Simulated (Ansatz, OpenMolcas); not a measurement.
# How basis sets differ on B2NH5 (SMILES BNB)

B2NH5: 8 atoms, total charge 0, spin state singlet. As SMILES, `BNB`. The coordinates come from a PBE0-D4/def2-TZVP relaxation.

```
atom    x (Å)    y (Å)    z (Å)
   B  -0.8282   0.6549  -0.6933
   N   0.2600   0.3777   0.1708
   B   0.6952  -0.9109   0.5677
   H  -1.4494  -0.2614  -1.1401
   H  -1.0978   1.7912  -0.9541
   H   0.7710   1.1695   0.5365
   H   1.6316  -1.0142   1.3056
   H   0.1097  -1.8641   0.1509
```

Each level gives the HOMO–LUMO gap (eV). The values are calculated.

```tsv
level	kind	program	value (eV)
HF/ANO-L-MB	Hartree–Fock	OpenMolcas	14.61
HF/ANO-R0 (sfX2C)	Hartree–Fock	OpenMolcas	14.67
HF/ANO-RCC-MB (DKH2)	Hartree–Fock	OpenMolcas	15.79
HF/ANO-XS-MB (DKH2)	Hartree–Fock	OpenMolcas	15.13
HF/STO-3G	Hartree–Fock	OpenMolcas	17.59
HF/3-21G	Hartree–Fock	Ansatz	15.45
HF/aug-cc-pVDZ	Hartree–Fock	Ansatz	13.68
```

The values span 13.68 to 17.59 eV. A Hartree–Fock LUMO above zero doesn't converge with the basis: it sinks as sets grow more diffuse. Orbital gaps aren't excitation energies.
